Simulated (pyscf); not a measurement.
**Concerted two-bond exchange: `[SiH3][SiH2][Cl]` → `[SiH3][SiH2][Cl]`**

Gas phase, singlet surface, charge 0. Bonds broken: Si1–H3, H4–Si6. Bonds formed: Si1–H4, H3–Si6. Structures and frequencies: ωB97X-D3(BJ)/def2-SVP in PySCF. MP2 and CC: frozen core, UHF for open shells. ΔMP2 is the change of the MP2 total energy from the triple- to the quadruple-zeta basis.

Transition state (Å):

```xyz
8

Si    -1.0762    -0.1428     0.5498
Cl    -1.1530     0.7523     2.4291
H     -0.0846    -1.0597    -0.5447
H     -1.7868    -0.1676    -1.0366
H     -1.8030    -1.4112     0.7660
Si    -0.2146     0.4769    -1.3110
H      1.2251     0.3313    -1.6767
H     -0.8518     1.4203    -2.2762
```

One imaginary mode, 1012i cm⁻¹; descent along it reached the two sides named.

```csv
bond,change,reactant side (Å),saddle,product side
Si1–H3,breaks,1.489,1.738,3.2
H4–Si6,breaks,1.493,1.721,3.2
Si1–H4,forms,3.2,1.738,1.489
H3–Si6,forms,3.2,1.722,1.493
```

Electronic energies relative to the reactant's lowest minimum found (eV):

```tsv
level	barrier	reaction energy	reverse barrier
ωB97X-D3(BJ)/def2-TZVP	3.20	0.00	3.20
PBE/def2-TZVP	2.66	0.00	2.66
r²SCAN/def2-TZVP	2.83	0.00	2.83
B3LYP-D3(BJ)/def2-TZVP	3.12	0.00	3.12
PBE0-D3(BJ)/def2-TZVP	2.90	0.00	2.90
M06-2X/def2-TZVP	3.04	0.00	3.04
ωB97M-D3(BJ)/def2-TZVP	3.06	0.00	3.06
HF/def2-TZVP	3.97	0.00	3.97
MP2/def2-QZVPP	3.12	0.00	3.12
CCSD/def2-TZVPP	3.28	0.00	3.28
CCSD(T)/def2-TZVPP	3.15	0.00	3.15
CCSD(T)/def2-TZVPP + ΔMP2(QZVPP)	3.14	0.00	3.14
```

With CCSD(T)/def2-TZVPP + ΔMP2(QZVPP) energies and thermal terms (ideal gas, 1 atm, RRHO with modes under 100 cm⁻¹ raised to 100, one conformer, R ln 2 for chiral ones without a mode under 150 cm⁻¹), in eV:

| T (K) | ΔH‡ | ΔG‡ | ΔH | ΔG |
|---|---|---|---|---|
| 298 | 3.07 | 3.11 | 0.00 | 0.00 |
| 600 | 3.04 | 3.15 | 0.00 | 0.00 |
| 900 | 3.02 | 3.21 | 0.00 | 0.00 |
| 1200 | 3.00 | 3.28 | 0.00 | 0.00 |

The same reactants have a lower exit, to SiH₄ + :HSi–Cl [singlet] (barrier +1.96 eV at ωB97M-D3(BJ), against +3.06 eV here). One saddle was located; it need not be the lowest between these sides. The CCSD(T) − MP2 part came from Ansatz, without density fitting, on the same reference.
